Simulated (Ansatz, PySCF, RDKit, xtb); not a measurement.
# Which structure has the formula CH4NO−?

Task: start from the formula CH4NO− (charge -1), draw up candidate structures, narrow them down in stages, and characterise the one that lies lowest at 1000 K.

Plan: many cheap relaxations first (GFN2-xTB), then density-functional screening, relaxation at PBE0-D3(BJ)/def2-SVPD, vibrations and a final energy. The numbers are computed, not measured.

4 further runs of the same task are left out: 4 set aside as unsound or not needed.

### 1 Possible bonding patterns

A program enumerates the bonding patterns with one Lewis structure each (two rings at most, one unusual centre or charged pair), with their diastereomers. O–O, O–halogen and N–halogen bonds and N–N–N chains are not drawn. That gives 10 candidates.

```
label            SMILES     spin
 c115           N[CH-]O  singlet
 c118   [NH3+][CH-][O-]  singlet
 c169  [CH2-][NH2+][O-]  singlet
 c193          [CH2-]NO  singlet
 c254            C[N-]O  singlet
 c321          [CH2-]ON  singlet
 c429           [NH-]CO  singlet
 c568           CO[NH-]  singlet
 c674            CN[O-]  singlet
 c940            NC[O-]  singlet
```

Candidates are built by distance geometry, with a force field where one applies, in up to four conformers (letters a to d). 1 start with atoms placed at random is added, to find patterns that the rules miss.

**Question.** With final energies at CCSD(T)/def2-SVPD + MP2/def2-TZVPPD - MP2/def2-SVPD, which structure will this search put lowest in free energy, and by what margin?

| quantity | value |
| --- | --- |
| lowest structure found | NC[O-], singlet, Cs |
| next finalist | [NH-]CO, singlet, 9.3 kcal/mol higher in G |
| share at equilibrium, among the finalists | 99.1 % |
| harmonic wavenumbers, lowest and highest (PBE0-D3(BJ)/def2-SVPD) | 286 and 3535 cm⁻¹ |
| rotational constants, same geometry | 1.404, 0.3457, 0.3066 cm⁻¹ |
| HOMO energy (PBE0/def2-TZVPD) | 0.21 eV |
| LUMO energy (PBE0/def2-TZVPD) | 4.71 eV |
| HOMO–LUMO gap (to an unbound level, set by the basis) (PBE0/def2-TZVPD) | 4.50 eV |
| lowest excitation (TD-PBE0/def2-SVPD) | 4.03 eV (f = 0.001) |
| strongest of the states computed, same level | 5.25 eV (f = 0.076) |
| lowest triplet excitation, same level, Tamm-Dancoff | 3.88 eV |
| vertical detachment energy | 1.91 eV |
| vertical triplet less singlet | +3.22 eV |

The lowest structure found is `NC[O-]`. Among the finalists first place is clear (9.3 kcal/mol); structures outside the list aren't covered. GFN2-xTB, HF/STO-3G, r2SCAN-D4/def2-SVPD, PBE0-D3(BJ)/def2-SVPD, HF/def2-SVPD and MP2/def2-SVPD already put its bonding pattern lowest among the structures in one piece. A large T1 diagnostic among the finalists warns that one reference determinant may not suffice. It concerns: the finalist N[CH-]O (singlet). In an anion, excitations above the detachment energy lie in the continuum and hang on the basis, so they needn't be bound states. Lowest found is not proven lowest: the search is finite, and each finalist counts with one conformer. Patterns outside the rules of the enumeration were met only by chance.
